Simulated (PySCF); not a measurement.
# SH: bond curves at several levels of theory

What are the lowest state that PBE0 finds, the bond length, vibrational wavenumber and bond energy of SH, and how much do these hang on the method?

Method: H aug-cc-pVDZ, S aug-cc-pV(D+d)Z, no relativity; program: PySCF 2.14.0.

## 1. Set-up

Settings of the job:

```yaml
atoms: H, S
charge: 0
basis: H aug-cc-pVDZ, S aug-cc-pV(D+d)Z
Hamiltonian: no relativity
basis_functions: 41
electrons_treated: 17
masses_in_u: 1.0078, 31.9721
levels: PBE0, PBE, r²SCAN, M06-L, PBEsol, revPBE, HSE06, HF, MP2, SCS-MP2, CCSD, CCSD(T)
grid: 80 radial by 434 angular points
occupations: held fixed by the projection of orbital angular momentum
dissociation_limit: H + S, each in its ground configuration
starting_distance_in_angstrom: 1.305
values_of_2S_to_try: 1, 3
```

The runs that follow: The PBE0 curve of the state that the search chose; Higher solutions at PBE0; PBE (GGA); r²SCAN (meta-GGA); M06-L; PBEsol; revPBE (GGA); HSE06; UHF (mean field); MP2 and coupled cluster.

Before running it: what results should come out? Wanted: for each run, Re; ωe; De; μ.

**Answer**, as computed:

Lowest PBE0 solution found, without spin–orbit coupling: ²Π (doublet), unpaired electrons π ↑. The other levels ran on it alone.

| level | Re (Å) | ωe (cm⁻¹) | De (eV) | μ (D) |
| --- | --- | --- | --- | --- |
| UHF | 1.338 | 2844 | 2.62 | -0.87 |
| UHF-MP2 | 1.348 | 2755 | 3.43 | n/a |
| UHF-SCS-MP2 | 1.350 | 2739 | 3.49 | n/a |
| UHF-CCSD | 1.353 | 2701 | 3.49 | n/a |
| UHF-CCSD(T) | 1.355 | 2682 | 3.53 | n/a |
| PBE | 1.365 | 2607 | 3.79 | -0.77 |
| PBEsol | 1.367 | 2606 | 3.96 | -0.80 |
| revPBE | 1.366 | 2605 | 3.70 | -0.77 |
| r²SCAN | 1.354 | 2687 | 3.82 | -0.83 |
| M06-L | 1.352 | 2702 | 3.78 | -0.84 |
| PBE0 | 1.353 | 2706 | 3.73 | -0.81 |
| HSE06 | 1.354 | 2703 | 3.72 | -0.81 |

De is counted to H + S in their ground configurations. A positive dipole means H(−)S(+).

Differences from CCSD(T) in the same basis:

| level | Re (mÅ) | ωe (%) |
| --- | --- | --- |
| UHF | -17 | +6.0 |
| UHF-MP2 | -7 | +2.7 |
| UHF-SCS-MP2 | -5 | +2.1 |
| UHF-CCSD | -2 | +0.7 |
| PBE | +10 | -2.8 |
| PBEsol | +12 | -2.8 |
| revPBE | +11 | -2.9 |
| r²SCAN | -1 | +0.2 |
| M06-L | -3 | +0.7 |
| PBE0 | -2 | +0.9 |
| HSE06 | -2 | +0.7 |

Judged by CCSD(T) in the same basis: best bond length r²SCAN (-1 mÅ), worst UHF (-17 mÅ); best wavenumber r²SCAN (+0.2 %), worst UHF (+6.0 %). Hartree–Fock falls on the short and stiff side, its usual fault. PBE has the long and soft bond that GGAs tend to give. CCSD(T) in a basis this small is itself some way from its limit, more so than the functionals. Of the levels with a De here, UHF gives the least (2.62 eV) and PBEsol the most (3.96 eV).

Correlated steps freeze 5 core orbitals.
